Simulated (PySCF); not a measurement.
Compound: C3H3P2 (charge -1).
Atom-mapped SMILES: `[cH:1]1[cH:2][p-:3][cH:4][p:5]1` (hydrogens: H6 on C1; H7 on C2; H8 on C4)

Level of theory: PBE0-D3(BJ)/def2-SVP geometry optimisation, gas phase in PySCF 2.14.0.

List the bond lengths and angles at this level.

```
        bond  length (Å)
       C1–C2       1.390
P3–C4, C4–P5       1.744
C1–P5, C2–P3       1.761
C1–H6, C2–H7       1.098
       C4–H8       1.097
```

Bonds in one row agree within 0.01 Å and their mean is given. A selection of angles:
```
   angle  degrees
C2–C1–P5    117.0
C2–C1–H6    121.7
P5–C1–H6    121.3
C2–P3–C4     94.0
P3–C4–P5    118.0
P3–C4–H8    121.0
```

C1 (aromatic CH carbon) is planar (angles 121.7°, 121.3° and 117.0°, sum 360.0°, 0.00 Å off the plane of its three neighbours). P3 (phosphorus bonded to 2 C) is bent (angle 94.0°). The 5-membered ring C1–C2–P3–C4–P5 has internal angles of 94.0° to 118.0° (sum 540°, against 540° for a flat polygon); it is planar, 0.00 Å rms from its mean plane, widest ring torsion 0°. The 5 heavy atoms lie in one plane (0.000 Å rms). C4 (aromatic CH carbon) is planar (angles 121.0°, 121.0° and 118.0°, sum 360.0°, 0.00 Å off the plane of its three neighbours).

Point group: C2v (tolerance 0.08 Å). Not checked by PBE0-D3(BJ)/def2-SVP frequencies.
